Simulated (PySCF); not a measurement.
Worked example for `C[SiH2]` (CH5Si•): ionisation energy to the singlet cation

The parent is a doublet.

These are calculated values, B3LYP-D3(BJ)/ma-def2-TZVP in PySCF (grid level 2) at geometries from PBE0-D3(BJ)/ma-def2-SVP. Zero-point energies come from unscaled PBE0-D3(BJ)/ma-def2-SVP harmonic frequencies.

```
         state       structure       E / Eh
        parent          parent  -330.612376
singlet cation          parent  -330.310859
singlet cation  singlet cation  -330.340334
        parent  singlet cation  -330.598700
```

Zero-point energy of the singlet cation less that of the parent: -0.004 eV. 1 Eh = 27.2114 eV.

Work out the vertical and adiabatic ionisation energy.

Vertical: (-330.310859) − (-330.612376) = 0.301517 Eh = 8.20 eV. Adiabatic: 0.272042 Eh = 7.403 eV, and 7.40 eV with zero-point energy.

And the inner reorganisation energy of self-exchange?

The singlet cation relaxes by 802.1 meV and the parent by 372.2 meV, so λ = 1174 meV.

---

# Worked example for `[BH3-]F` ([BFH3]-): detachment energy to the radical

These are calculated values, B3LYP-D3(BJ)/ma-def2-TZVP in PySCF (grid level 2) at geometries from PBE0-D3(BJ)/ma-def2-SVP. The prefix ma- adds one diffuse s and one diffuse p function on all atoms but H. Zero-point energies come from unscaled PBE0-D3(BJ)/ma-def2-SVP harmonic frequencies.

| state | structure | E / Eh |
| --- | --- | --- |
| parent | parent | -126.628971 |
| radical | parent | -126.474628 |
| radical | radical | -126.510820 |
| parent | radical | -126.566291 |

Zero-point energy of the radical less that of the parent: -0.026 eV. 1 Eh = 27.2114 eV.

Work out the vertical and adiabatic detachment energy.

Vertical: (-126.474628) − (-126.628971) = 0.154343 Eh = 4.20 eV. Adiabatic: 0.118151 Eh = 3.215 eV, and 3.19 eV with zero-point energy.

And the inner reorganisation energy of self-exchange?

The radical relaxes by 984.8 meV and the parent by 1705.6 meV, so λ = 2690 meV.

---

## Worked example for [H2O]+•: recombination energy to the singlet neutral

The parent is a doublet.

Level of theory: M06-2X/ma-def2-TZVP single points in PySCF, grid level 3; every species was optimised with PBE0-D3(BJ)/def2-SVP. The prefix ma- adds one diffuse s and one diffuse p function on all atoms but H. Zero-point energies come from unscaled PBE0-D3(BJ)/def2-SVP harmonic frequencies.

```tsv
state	structure	E / Eh
parent	parent	-75.963483
singlet neutral	parent	-76.422922
singlet neutral	singlet neutral	-76.427167
parent	singlet neutral	-75.959059
```

Zero-point energy of the singlet neutral less that of the parent: 0.078 eV. 1 Eh = 27.2114 eV.

Q: Work out the vertical and adiabatic recombination energy.

A: Vertical: (-75.963483) − (-76.422922) = 0.459439 Eh = 12.50 eV. Adiabatic: 0.463684 Eh = 12.617 eV, and 12.54 eV with zero-point energy.

Q: And the inner reorganisation energy of self-exchange?

A: The singlet neutral relaxes by 115.5 meV and the parent by 120.4 meV, so λ = 236 meV.
